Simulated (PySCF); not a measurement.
ClH2Si(SH), ClH3SSi.
Numbering: `[SH:1][SiH2:2][Cl:3]` (hydrogens: H4 on S1; H5, H6 on Si2)

Structure optimised with GFN2-xTB, isolated species.

Q: Give the optimised bond lengths and angles.

A: 
```
          bond  length (Å)   order
        S1–Si2       2.149  single
       Si2–Cl3       2.012  single
         S1–H4       1.325  single
Si2–H5, Si2–H6       1.452  single
```

Bonds in one row agree within 0.01 Å and their mean is given. Orders are formal, as drawn. A selection of angles:
```
     angle  degrees
 Si2–S1–H4     97.1
S1–Si2–Cl3    110.4
 S1–Si2–H5    103.8
 S1–Si2–H6    108.3
Cl3–Si2–H5    111.5
Cl3–Si2–H6    108.9
 H5–Si2–H6    113.8
```

Torsions: H4–S1–Si2–Cl3 43° (synclinal). The mirror-image conformer, all signs reversed, is as good.

Si2 (chlorine-bound silicon) is distorted tetrahedral (angles from 103.8° to 113.8°).

Whether it is a minimum is left open (no frequencies). The numbers are those of one conformer (H–S1–Si2–Cl3 43°).

All values are computed, not measured.
